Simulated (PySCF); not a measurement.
# Identify the compound

An unknown has the formula C2H5F. Its calculated NMR data are:

¹H NMR (400 MHz, computed): δ 4.53 (dq, J = 55.0, 8.0 Hz, 2H), 1.29 (dt, J = 26.4, 8.0 Hz, 3H).

¹³C{¹H} NMR (computed): δ 84.8 (d, J = 226.4 Hz), 18.8 (d, J = 20.6 Hz).

Computational details: B3LYP/pcJ-2 coupling constants, geometry from PBE0-D3(BJ)/def2-TZVP, B97-2/pcSseg-2 with gauge-including orbitals, in PySCF 2.14.0 with density-fitted response routines (non-relativistic, in vacuum, a single conformation, one averaged value for each set of equivalent atoms).

Referencing at the same level of theory: ¹H and ¹³C vs TMS.

Deduce the structure.

Results:


1. The formula gives 0 degrees of unsaturation.
2. 2 carbon signals for 2 carbons: no two carbons are equivalent.
3. Carbon types of the structure: 1 × CH2, 1 × CH3, which accounts for all hydrogens.
4. δC 84.8: sp3 CH2 bonded to F; pulled downfield by the heteroatom.
5. δC 18.8: methyl carbon; a saturated carbon with 1 carbon neighbour and no heteroatom attached.
6. δH 4.53: hydrogen on an sp3 CH2 bonded to F; its carbon carries F, which withdraws density.
7. δH 1.29: hydrogen on a methyl carbon.
8. The protons at 1.29 and 4.53 share a coupling of 8.0 Hz (vicinal).

Structure: SMILES CCF.

Common functionals overestimate the size of one-bond C–F couplings by tens of Hz; these are unscaled. Splittings below 1 Hz are ignored in the labels, and close J values are merged. Shifts are as computed. Against solution values, carbons near 30 ppm lie about +3 ppm off and those near 130 ppm about +7 ppm. Of 1211 compounds with measured shifts, 218 miss one by over three times the rms of a fit or turn the order of signals round; such compounds aren't used in these exercises.
